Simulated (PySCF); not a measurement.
Method: PySCF with PBE-D3(BJ)/def2-TZVP // PBE-D3(BJ)/def2-SVP. Gas-phase values, no solvent. Delta-SCF ions had no search for a lower state. 

Reference species (SMILES): `N` (neutral, multiplicity 1).

```yaml
HOMO–LUMO gap: 6.29 eV
vertical ionisation energy (Delta-SCF): 11.04 eV
```

Changed species: `CC#N` (free base CH3CN; the reference has free base NH3).

**Question.** Predict the effect on the HOMO–LUMO gap and vertical ionisation energy (Delta-SCF).

**Answer.** the HOMO–LUMO gap increases by 1.31 eV, to 7.60 eV; the vertical ionisation energy (Delta-SCF) increases by 0.96 eV, to 12.00 eV.
